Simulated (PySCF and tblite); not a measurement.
C5H8O, numbered as in [CH3:1]/[CH:2]=[CH:3]/[C:4]([CH3:5])=[O:6]. Search: ETKDG, MMFF94s, GFN2-xTB, 60 starts; geometries at GFN2-xTB. Weights use CAM-B3LYP-D3(BJ)/def2-TZVP (IEF-PCM, chloroform) energies plus GFN2-xTB zero-point and thermal terms (modes under about 100 cm⁻¹ blended into free rotors). Symmetry numbers and mirror images are counted. Conformers within 3 kcal/mol (GFN2-xTB free energy) were kept, 6 at most. GIAO shieldings: PBE0/pcSseg-1 (IEF-PCM, chloroform). Shifts are against TMS (¹H), TMS (¹³C) at the same level. Run with PySCF (density fitting) and tblite.

Torsions listed: C2–C3–C4–O6.

Two conformers hold nearly all the population. I: 180°; δ(C5) = 28.59 ppm. II: -1°; δ(C5) = 34.63 ppm. The average over the ensemble at 298.15 K is 31.60 ppm.

Question: What populations and free-energy difference follow from a two-state model?

Answer: p(I) = (31.60 − 34.63)/(28.59 − 34.63) = 0.50, so K = p(II)/p(I) = 0.99 and G(II) − G(I) = −RT ln K = 0.00 kcal/mol. The weights computed directly are 50.2 % and 49.8 %.
